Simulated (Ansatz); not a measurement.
Species, as SMILES: Cl[O] (O-Cl), doublet.
Atoms: Cl1, O2. Bonds: Cl1-O2.

Basis-set convergence of the optimised Cl1-O2 bond length at MP2 with Ansatz (a quantum-chemistry and plane-wave program). The reference of a correlated method is not its basis-set limit, which lies further on. Cartesian d functions, on some or all atoms, in 6-311G**, 6-311+G**; all else is spherical. Cores are frozen. Open shells are unrestricted. No added dispersion term, no relativity. Reference: the value in aug-cc-pV(Q+d)Z, 1.5459 Å, itself unsure by roughly 0.0019 Å (its mean distance from cc-pV(5+d)Z, def2-QZVPP, cc-pV(Q+d)Z). Deviations are taken from unrounded values.

```
basis            functions  optimised Cl1-O2 bond length (Å)
---------------  ---------  --------------------------------
cc-pV(D+d)Z             37                            1.6040
aug-cc-pV(D+d)Z         55                            1.5934
6-311G**                45                            1.6080
6-311+G**               53                            1.6001
cc-pV(T+d)Z             69                            1.5583
aug-cc-pV(T+d)Z        101                            1.5539
def2-TZVPP              73                            1.5561
def2-TZVPPD             91                            1.5538
cc-pV(Q+d)Z            119                            1.5478
aug-cc-pV(Q+d)Z        169                            1.5459
```

What the diffuse functions change, pair by pair:
- cc-pV(D+d)Z to aug-cc-pV(D+d)Z: 18 more functions, deviation 0.0581 to 0.0475 Å
- 6-311G** to 6-311+G**: 8 more functions, deviation 0.0621 to 0.0542 Å
- cc-pV(T+d)Z to aug-cc-pV(T+d)Z: 32 more functions, deviation 0.0124 to 0.0080 Å
- def2-TZVPP to def2-TZVPPD: 18 more functions, deviation 0.0103 to 0.0079 Å
- cc-pV(Q+d)Z to aug-cc-pV(Q+d)Z: 50 more functions, deviation 0.0019 to 0.0000 Å

Leaving out the reference's own pair, they bring the value nearer the reference by more than 0.0019 Å in 4 of 4 pairs.
